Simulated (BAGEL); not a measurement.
# PBE0/def2-SVP (density fitting with qzvpp-jkfit) run of C3H2ClF (SMILES FC1=CC1Cl)

Aim: the energy change on altering one bond length of C3H2ClF at PBE0/def2-SVP (density fitting with qzvpp-jkfit), from 2 runs. 

The calculation is run with BAGEL 1.2.2.

## 1. The structure to begin with

The species is C3H2ClF (7 atoms), meant as a singlet with charge 0. As SMILES, `FC1=CC1Cl`. The shape is that of a PBE0-D4/def2-TZVP optimisation.

Bond lengths: F1–C2 1.299 Å, C2–C3 1.288 Å, C2–C4 1.439 Å, C3–C4 1.503 Å, C4–Cl5 1.797 Å, C3–H6 1.075 Å, C4–H7 1.086 Å. Some angles: F1–C2–C3 149.0°, F1–C2–C4 144.3°, C3–C2–C4 66.6°, C2–C3–C4 61.5°, C2–C4–C3 51.9°, C2–C4–Cl5 120.4°, C3–C4–Cl5 119.9°, C2–C3–H6 154.3°, C4–C3–H6 144.1°, C2–C4–H7 124.6°.

## 2. A single-point energy at PBE0/def2-SVP (density fitting with qzvpp-jkfit)

Input file dft.json:

```json
{ "bagel" : [

{
  "title" : "molecule",
  "basis" : "svp",
  "df_basis" : "qzvpp-jkfit",
  "angstrom" : true,
  "geometry" : [
    { "atom" : "F", "xyz" : [    0.416000,   -2.094500,   -0.334400 ] },
    { "atom" : "C", "xyz" : [    0.254800,   -0.851400,    0.006900 ] },
    { "atom" : "C", "xyz" : [    0.154700,    0.033300,    0.937200 ] },
    { "atom" : "C", "xyz" : [    0.000700,    0.474100,   -0.491600 ] },
    { "atom" : "Cl", "xyz" : [   -1.623600,    0.912000,   -1.122900 ] },
    { "atom" : "H", "xyz" : [    0.123900,    0.365700,    1.959300 ] },
    { "atom" : "H", "xyz" : [    0.734800,    1.092800,   -1.000200 ] }
  ]
},
{ "title" : "ks", "xc_func" : "pbe0", "charge" : 0 },
{ "title" : "print", "file" : "orbitals.molden", "orbitals" : true }

]}
```

On the command line:

```console
$ BAGEL_NUM_THREADS=1 BAGEL dft.json > dft.out
```

The program printed:

```text
* using 1 threads per process

  ===============================================================
  ===============================================================

  *** Geometry ***

  { "atom" : "F", "xyz" : [      0.786126,     -3.958031,     -0.631924 ] },
  { "atom" : "C", "xyz" : [      0.481502,     -1.608913,      0.013039 ] },
  { "atom" : "C", "xyz" : [      0.292341,      0.062928,      1.771051 ] },
  { "atom" : "C", "xyz" : [      0.001323,      0.895919,     -0.928989 ] },
  { "atom" : "Cl", "xyz" : [     -3.068159,      1.723430,     -2.121973 ] },
  { "atom" : "H", "xyz" : [      0.234137,      0.691073,      3.702540 ] },
  { "atom" : "H", "xyz" : [      1.388571,      2.065093,     -1.890104 ] },

  Number of auxiliary basis functions:      466

  Since a DF basis is specified, we compute 2- and 3-index integrals:
    o Being stored without compression. Storage requirement is 0.026 GB

  Number of basis functions:       84
  Number of electrons      :       46

    * METHOD: MOLECULE                             0.17

  *** Kohn-Sham DFT ***

    * Removing 13258 points whose weight is below 1.00e-10
    * Grid points: 91084

  === Nuclear Repulsion ===
   195.7062309754

       - DIIS with orbital gradients will be used.

  === KS iteration (pbe0 / svp) ===
      0       -648.36358527          0.12797351           0.26
      1       -607.35835881          0.21453044           0.26
      2       -631.88985749          0.19391203           0.26
      3       -653.57475460          0.16988389           0.26
      4       -670.74941969          0.08008260           0.26
      5       -674.41032165          0.02820562           0.26
      6       -674.59733946          0.01984090           0.26
      7       -674.75913799          0.00471320           0.26
      8       -674.76643747          0.00251282           0.26
      9       -674.76952115          0.00060577           0.26
     10       -674.76972850          0.00008261           0.26
     11       -674.76973109          0.00003067           0.26
     12       -674.76973165          0.00000853           0.26
     13       -674.76973170          0.00000220           0.26
     14       -674.76973170          0.00000131           0.27
     15       -674.76973170          0.00000017           0.27
     16       -674.76973170          0.00000010           0.26
     17       -674.76973170          0.00000003           0.26
     18       -674.76973170          0.00000001           0.26
     19       -674.76973170          0.00000000           0.26
    * SCF iteration converged.

    * Permanent dipole moment:
           (   -0.636612,    -0.027546,    -0.588137) a.u.

    * METHOD: KS                                   5.59

    * METHOD: PRINT                                0.01

  ===============================================================
```

It took 6 s on 1 thread of Arm Neoverse V2, shared host; peak memory 0.38 GiB.

## 3. The distorted shape

Input file job.json:

```json
{ "bagel": [

{
  "title": "molecule",
  "basis": "svp",
  "df_basis": "qzvpp-jkfit",
  "angstrom": "true",
  "geometry": [
    { "atom": "F", "xyz": [    0.195757,   -2.280121,   -0.181811 ] },
    { "atom": "C", "xyz": [    0.034557,   -1.037021,    0.159489 ] },
    { "atom": "C", "xyz": [   -0.065543,   -0.152321,    1.089789 ] },
    { "atom": "C", "xyz": [   -0.219543,    0.288479,   -0.339011 ] },
    { "atom": "Cl", "xyz": [   -1.843843,    0.726379,   -0.970311 ] },
    { "atom": "H", "xyz": [   -0.096343,    0.180079,    2.111889 ] },
    { "atom": "H", "xyz": [    0.734800,    1.092800,   -1.000200 ] }
  ]
},
{
  "title": "ks",
  "xc_func": "pbe0"
},
{
  "title": "print",
  "file": "orbitals.molden",
  "orbitals": "true"
}

]}
```

On the command line:

```console
$ BAGEL_NUM_THREADS=1 BAGEL job.json > job.out
```

The program printed:

```text
* using 1 threads per process

  ===============================================================
  ===============================================================

  *** Geometry ***

  { "atom" : "F", "xyz" : [      0.369927,     -4.308804,     -0.343573 ] },
  { "atom" : "C", "xyz" : [      0.065303,     -1.959686,      0.301391 ] },
  { "atom" : "C", "xyz" : [     -0.123858,     -0.287845,      2.059403 ] },
  { "atom" : "C", "xyz" : [     -0.414876,      0.545146,     -0.640638 ] },
  { "atom" : "Cl", "xyz" : [     -3.484358,      1.372657,     -1.833622 ] },
  { "atom" : "H", "xyz" : [     -0.182062,      0.340300,      3.990892 ] },
  { "atom" : "H", "xyz" : [      1.388571,      2.065093,     -1.890104 ] },

  Number of auxiliary basis functions:      466

  Since a DF basis is specified, we compute 2- and 3-index integrals:
    o Being stored without compression. Storage requirement is 0.026 GB

  Number of basis functions:       84
  Number of electrons      :       46

    * METHOD: MOLECULE                             0.17

  *** Kohn-Sham DFT ***

    * Removing 12926 points whose weight is below 1.00e-10
    * Grid points: 91416

  === Nuclear Repulsion ===
   194.2658691929

       - DIIS with orbital gradients will be used.

  === KS iteration (pbe0 / svp) ===
      0       -648.41223522          0.12721163           0.26
      1       -607.11245447          0.21064216           0.25
      2       -632.86146039          0.18757437           0.25
      3       -653.56107118          0.16611220           0.25
      4       -670.12971806          0.07694192           0.25
      5       -673.82955074          0.04256207           0.24
      6       -674.53051185          0.02138896           0.24
      7       -674.71538799          0.00635231           0.24
      8       -674.72893181          0.00309751           0.25
      9       -674.73438959          0.00063039           0.25
     10       -674.73463609          0.00027107           0.24
     11       -674.73469430          0.00003952           0.24
     12       -674.73469474          0.00002443           0.25
     13       -674.73469500          0.00000823           0.25
     14       -674.73469503          0.00000182           0.25
     15       -674.73469504          0.00000052           0.26
     16       -674.73469504          0.00000023           0.26
     17       -674.73469504          0.00000007           0.25
     18       -674.73469504          0.00000002           0.25
     19       -674.73469504          0.00000001           0.26
     20       -674.73469504          0.00000001           0.25
    * SCF iteration converged.

    * Permanent dipole moment:
           (   -0.545840,     0.036499,    -0.650216) a.u.

    * METHOD: KS                                   5.61

    * METHOD: PRINT                                0.01

  ===============================================================
```

Run time: 6 s. Hardware: 1 thread of Arm Neoverse V2, shared host; peak memory 0.38 GiB.

## 4. Outcome

Level: PBE0/def2-SVP (density fitting with qzvpp-jkfit).

```
                                                         quantity          value
                                        first shape: total energy  -674.76973 Eh
                                       first shape: dipole moment         2.20 D
                                         first shape: HOMO energy       -7.98 eV
                                         first shape: LUMO energy        0.04 eV
                                       first shape: HOMO–LUMO gap        8.02 eV
                                    distorted shape: total energy  -674.73470 Eh
                                   distorted shape: dipole moment         2.16 D
                                     distorted shape: HOMO energy       -7.96 eV
                                     distorted shape: LUMO energy       -0.05 eV
                                   distorted shape: HOMO–LUMO gap        7.90 eV
energy change with the C4–H7 bond stretched from 1.086 to 1.412 Å       0.953 eV
```

In words: With the C4–H7 bond stretched from 1.086 to 1.412 Å the energy rises by 0.95 eV (92.0 kJ/mol). The first shape isn't relaxed at this level, so the change isn't measured from a minimum.
